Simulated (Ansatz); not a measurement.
## Solid bromine

All values below come from LDA (Ansatz, a program for electronic structure, PAW).

Cell: relaxed at this level.

```json
{
  "lattice_energy": "84 kJ/mol",
  "volume_per_molecule": "55.00 Å³"
}
```

The result took very roughly 18 core-seconds.
